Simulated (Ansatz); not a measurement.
**Ta, quartet: from triple and quadruple zeta to the limit**

A free Ta atom.

Ansatz 0.2.0, UHF determinant, valence electrons correlated, core potentials past Kr. Energies in eV.

```json
{"set": "def2-TZVPP", "X": "3", "functions": "56", "Hartree–Fock": "-1531.7978", "MP2 correlation": "-1.8437", "CCSD(T) correlation": "-2.3284", "time": "22 s on 1 × NVIDIA H100 80GB HBM3 with 1 thread of AMD EPYC 7R13 Processor (Zen 3) (shared host)"}
{"set": "def2-QZVPP", "X": "4", "functions": "81", "Hartree–Fock": "-1531.8257", "MP2 correlation": "-1.9511", "CCSD(T) correlation": "-2.4395", "time": "27 s on 1 × NVIDIA H100 80GB HBM3 with 1 thread of AMD EPYC 7R13 Processor (Zen 3) (shared host)"}
```

Hartree–Fock is taken to follow E(X) = E∞ + A·exp(−7.88·√X), correlation E(X) = E∞ + B·X^−2.97.

Cautions: no spin-orbit coupling; outer-core shells of the metal frozen.

Task: Work out the CCSD(T) energy at the limit, and how far the shortcut misses it that extrapolates MP2 and adds CCSD(T) minus MP2 from the smaller set.

Result: Hartree–Fock: E∞ = E4 + 0.1377·(E4 − E3) = -1531.8295. Correlation: E∞ = E4 + 0.7407·(E4 − E3) = -2.5218 for CCSD(T) and -2.0307 for MP2. The limit is -1534.3513 eV, 0.086 eV below def2-QZVPP. The shortcut gives a correlation energy of -2.0307 + (-0.4847) = -2.5154, 6 meV higher than the direct value.

The exponents were fitted on light atoms, and def2 sets of heavy atoms don't grow evenly, so the limit is rough here.
